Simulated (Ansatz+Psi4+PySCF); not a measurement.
Values are calculated unless marked as measured or tabulated.
Input for Ansatz (development build ahead of 0.2.0):

```yaml
crystal:
  periodic: [false, false, false]
  atoms:
    - { symbol: F, position_ang: [0.0, 0.0, 0.7103] }
    - { symbol: F, position_ang: [0.0, 0.0, -0.7103] }
basis:
  gaussian: { orbitals: cc-pVTZ }
total_charge: 1
magnetization:
  initial_magnetization: 1
hamiltonian:
  xc: hf
correlation:
  method: mp2
  frozen_orbitals: { F: 1 }
```

The input is written out in the form of the current development build from the run's settings. Correlation on restricted open-shell orbitals is semicanonical, with singles.

The run gave:

```
Converged                       : yes
Reference energy                : -198.19297 hartree
Correlation energy              : -0.45387 hartree
Total energy                    : -198.64685 hartree
Spin squared of the determinant : 0.750
Stability test                  : minimum among restricted orbitals
```

Caution: large amplitudes, a single reference is doubtful; MP2 on this radical cation hangs on the determinant chosen; the determinant breaks the point group; another reference gives a lower total.
